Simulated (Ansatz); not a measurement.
C$_{3}$H$_{5}$ClO, SMILES `CC(Cl)C=O`, relaxed with RKS PBE-D4/def2-SVP in Ansatz 0.2.0 from a rough embedded geometry. The force threshold is 0.03 eV/Å; the program also tests the step.

The species carries charge 0 and has multiplicity 1.

Start:

```xyz
10

C    -0.481    0.320   -1.034
C     0.374    0.353    0.182
Cl   -0.132    1.740    1.163
C     0.335   -0.855    1.115
O    -0.207   -1.946    0.725
H    -0.192   -0.601   -1.675
H    -1.532    0.116   -0.770
H    -0.400    1.166   -1.625
H     1.463    0.485   -0.123
H     0.772   -0.779    2.042
```

(1) By how much does the energy fall, and how many steps does the optimiser take? (Estimate.)

(2) Which bonds change most? (Best estimate.)

(3) Give the relaxed structure. (An estimate is asked.)

## Answers

(1) The calculation gave: 54.79 kJ/mol, in 8 steps, 2 of them rejected.

(2) Computed: C4–H10 from 1.027 to 1.130 Å; C1–H8 from 1.035 to 1.106 Å; C4–O5 from 1.279 to 1.212 Å; C1–H6 from 1.159 to 1.109 Å.

(3) The calculation gave: 
```xyz
10

C    -0.492    0.262   -1.065
C     0.375    0.350    0.174
Cl   -0.096    1.749    1.241
C     0.313   -0.891    1.064
O    -0.233   -1.922    0.738
H    -0.182   -0.615   -1.667
H    -1.554    0.123   -0.787
H    -0.396    1.176   -1.681
H     1.443    0.529   -0.080
H     0.823   -0.763    2.064
```
